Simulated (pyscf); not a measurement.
This saddle point was located with ωB97X-D3(BJ)/def2-SVP in PySCF.

```
Ge
H 1 1.5249
H 1 1.5350 2 117.47
H 1 1.5542 2 110.48 3 -119.81
H 1 1.8292 2 101.18 4 -85.06
H 5 0.9580 1 86.57 2 -84.39
Se 6 1.8489 5 156.86 1 -6.78
H 7 1.4681 6 88.56 5 -86.74
```
Charge 0, spin multiplicity 1.

Surface: singlet, charge 0. Lowest wavenumbers (cm⁻¹): 1528i, 153, 194, 340, 437.

### Question
Which two sides does it connect, and which bonds change?

### Answer
H₂Se + GeH₄ <-> H₃Ge–SeH + H₂, a four-centre exchange read from left to right: H–Se, Ge–H broken and Ge–Se, H–H formed. At ωB97M-D3(BJ)/def2-TZVP it lies +2.31 eV from the left side and +2.62 eV from the right (each side as separated species at their lowest minima found). This is the saddle that the search found; another between the same sides may lie lower. Elements up to Kr have no core potential and no relativistic terms here.
